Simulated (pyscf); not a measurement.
Elementary routes open to HP=InH + hydrogen (H₂) in the gas phase (singlet surface):
A. H₂P–InH₂ (H–H broken; H–P, H–In formed)
B. H₂P–In [singlet] + hydrogen (H₂) (H–H, H–In broken; H–P, H–H formed)

Single points on ωB97X-D3(BJ)/def2-SVP structures (PySCF, gas phase).

Task: Rank the routes by free-energy barrier at 1200 K, lowest first, for ωB97M-D3(BJ)/def2-TZVP energies (ideal gas, 1 atm, RRHO with modes under 100 cm⁻¹ raised to 100, one conformer, R ln 2 for chiral ones without a mode under 150 cm⁻¹).

Result: A (65.1 kcal/mol), B (81.7 kcal/mol)

Route A is the fastest of these, ahead of the next by 16.7 kcal/mol. The most stable products are those of B (ΔG = -28.4 kcal/mol), whose barrier is 16.7 kcal/mol higher: the kinetic and the thermodynamic product differ. At 298 K A is still the fastest. Only these routes are compared; each barrier is that of the saddle found, and lower ones may exist. A restricted solution here is unstable towards spin polarisation, so biradical character is likely and single-reference numbers are less safe. Elements past Kr carry the def2 core potentials, without spin-orbit coupling.
